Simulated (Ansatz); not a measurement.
# Multireference treatment of C₃H₃NO, singlet

Computed with Ansatz's Gaussian-basis code (development build). Basis cc-pVTZ, nonrelativistic, 5 orbitals frozen in the corrections. State-specific CASSCF; RHF is the lowest restricted (open-shell) Hartree–Fock solution met. Letters tell apart solutions met in one space. No symmetry is imposed, so a solution can break that of the shape. Lower solutions, or ones in other orbitals, may exist.

Geometry:

```xyz
8

O     0.0000   -0.0136    1.1483
C     0.0000   -1.0643    0.2850
N     0.0000   -0.7368   -0.9753
C     0.0000    0.6515   -0.9567
C     0.0000    1.0859    0.3322
H     0.0000   -2.0508    0.7244
H     0.0000    1.2323   -1.8673
H     0.0000    2.0470    0.8207
```

CASSCF less RHF, in eV, and natural occupations:

```tsv
CAS	CASSCF	occupations
(6,5) a	-1.638	2.00, 1.98, 1.94, 0.06, 0.02
(6,5) b	-1.527	1.99, 1.94, 1.91, 0.09, 0.07
```

Problem. What totals less RHF do the corrections give on each solution?

Solution. 

| CAS | SC-NEVPT2 |
| --- | --- |
| (6,5) a | -23.917 |
| (6,5) b | -24.596 |

Problem. In CAS(6,5), is the solution lowest in CASSCF also lowest after SC-NEVPT2?

Solution. No: (6,5) b is lowest after SC-NEVPT2, 0.68 eV under (6,5) a, which leads in CASSCF.

Problem. How do single-reference totals in the same basis and frozen core stand against SC-NEVPT2 in CAS(6,5) a?

Solution. CCSD(T) -2.165 eV. Coupled cluster stands on the determinant that it favours, which can lie over the RHF solution above, and is in doubt where the occupations are far from 0, 1 and 2.

Problem. Roughly how much CPU time does a whole run from the default start take (median of such runs, summed over threads; nearly all runs on one pinned thread of a shared server, mostly Xeon at 2.3 to 2.6 GHz, by a development driver)?

Solution. CAS(6,5) a: about 2.5 min. Other jobs ran beside these, and the count of passes differs.
